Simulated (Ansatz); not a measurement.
Input file:

```yaml
crystal:
  periodic: [false, false, false]
  atoms:
    - {symbol: Si, position_ang: [0.123707, -0.003902, 1.773950]}
    - {symbol: Ge, position_ang: [-0.045959, 0.004472, -0.634665]}
    - {symbol: H, position_ang: [-1.481309, -0.027968, -0.985487]}
    - {symbol: H, position_ang: [0.724752, 1.161698, -1.301277]}
    - {symbol: H, position_ang: [0.621719, -1.347262, -1.404161]}
basis:
  gaussian: {orbitals: cc-pVDZ}
magnetization: {spin_polarized: false, initial_magnetization: 1}
hamiltonian: {xc: hf}
accuracy: high
scf: {lower_state_search: off}
output: {forces: true, orbitals: {seedname: orbitals}}
```

```sh
$ ansatz run in.yaml --threads 1 --pin off --events-out ev --progress --plain --max-ram 2393MiB
```

Log:

```
these checks for a lower state are left out or cut short: stability, starts, cluster_reference, orbital_swaps, neighbouring_geometries, increment
1309 factors; integrals over basis functions are off by at most 4.4e-9 eV
mean field evaluation 1: about -64379.0770 eV, gradient 1.0e1 eV
mean field evaluation 2: about -64379.0872 eV, gradient 1.0e1 eV
mean field evaluation 4: about -64379.9897 eV, gradient 1.0e0 eV
mean field evaluation 8: about -64379.9979 eV, gradient 3.0e-2 eV
mean field evaluation 16: about -64379.9980 eV, gradient 3.2e-5 eV
mean field -64379.99799160 eV, -2365.9212878614 hartree, gradient 3.3e-8 eV, S^2 0.750000; 0 other end points of the search recorded, 0 dependent functions left out
the calculation of the forces begins
reference -64379.99799160 eV, -2365.9212878614 hartree; 25, 24 occupied and 35, 36 virtual orbitals, 1309 factors
Total energy: -64379.99799160 eV, -2365.9212878614 hartree
Atom 0 at     0.123707    -0.003902     1.773950 Å, force     0.054617    -0.016655     0.530227 eV/Å
Atom 1 at    -0.045959     0.004472    -0.634665 Å, force     2.169087    -1.702178    -1.183803 eV/Å
Atom 2 at    -1.481309    -0.027968    -0.985487 Å, force    -1.235714     0.184662    -0.366185 eV/Å
Atom 3 at     0.724752     1.161698    -1.301277 Å, force    -0.240637     0.144888     0.040047 eV/Å
Atom 4 at     0.621719    -1.347262    -1.404161 Å, force    -0.747353     1.389284     0.979715 eV/Å
Dipole moment:    -0.048407     0.080322     0.088778 e Å
Checks for a lower state left out: stability, starts, cluster_reference, orbital_swaps, neighbouring_geometries, increment
```

Forces (eV/Å):
```
Si   0.055 -0.017  0.530
Ge   2.169 -1.702 -1.184
H   -1.236  0.185 -0.366
H   -0.241  0.145  0.040
H   -0.747  1.389  0.980
```

Ran on 1 thread of Intel Xeon Platinum 8259CL, shared host: 7.5 s wall, 0.21 GiB peak host memory.
